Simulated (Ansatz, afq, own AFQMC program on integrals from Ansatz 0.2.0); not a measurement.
## Where AFQMC and coupled cluster stand for CH$_{2}$Se, triplet

```yaml
atoms:
  - { symbol: C, position_ang: [0.0000, 0.0000, 1.4656] }
  - { symbol: Se, position_ang: [0.0000, 0.0000, -0.2750] }
  - { symbol: H, position_ang: [0.0000, 0.9241, 2.0383] }
  - { symbol: H, position_ang: [0.0000, -0.9241, 2.0383] }
```

Connectivity, by distances: CH2–Se.

Basis cc-pVDZ. Noble-gas cores (and the filled d shells of Ga–Kr and In–Xe) are frozen. AFQMC by an in-house program on the Cholesky factors that Ansatz 0.2.0 writes for its CCSD(T) run. ph-AFQMC/CISD is guided by a CISD state made of CCSD amplitudes; releasing the constraint for a short imaginary time cuts its bias at the price of noise, slowly where states lie close. ± is one standard error of the sampling. No spin–orbit coupling.

Determinant: UHF, the one that the program's search chose, which needn't be the lowest solution. The geometry is a PBE0/def2-TZVP stationary point of this or a neighbouring charge and spin state.

No full CI on the walks' own integrals is used here; CCSDT(Q) serves as the reference and is uncertain by about the last step of the cluster series.

Cautions: no relativity below Rb; no spin-orbit coupling; inner d shell frozen; another spin lies lower (by 1.68 eV).

```
T1 diagnostic                               : 0.0245
weight of the determinant in the CISD state : 0.882
⟨S²⟩ of the determinant                     : 2.021
size of the correlated space                : 12 electrons in 36 orbitals
```

```tsv
level	correlation energy (eV)
MP2	-5.8423
CCSD	-6.6857
CCSD(T)	-6.8650
```

(1) Estimate where phaseless AFQMC with a CISD trial lies against CCSD(T) on the same integrals.

(1) 0.26 ± 0.42 mEh below CCSD(T). The gap is under twice the noise, so this walk alone can't tell the two apart.

Reference: CCSDT(Q), correlation energy -6.899 eV. The released energy is read at 2.40 1/Eh (meV from the phaseless value at times in 1/Eh: -7 ± 12 at 0.24, -27 ± 14 at 0.51, -24 ± 14 at 0.99, -28 ± 19 at 1.62, -56 ± 22 at 2.40).

```
         level  E − E(reference) (mEh)  share of correlation (%)
       CCSD(T)                    1.24                     99.51
         CCSDT                    0.43                     99.83
 ph-AFQMC/CISD             0.98 ± 0.42                     99.61
released AFQMC            -1.07 ± 0.79                    100.42
```

A walk keeps the symmetry of its determinant, which the program's search chose and which needn't be the lowest solution, so a lower state of the same spin and another symmetry isn't excluded. Released energies are given only where the last usable release times agree within the noise; a slower fall can still hide under it.
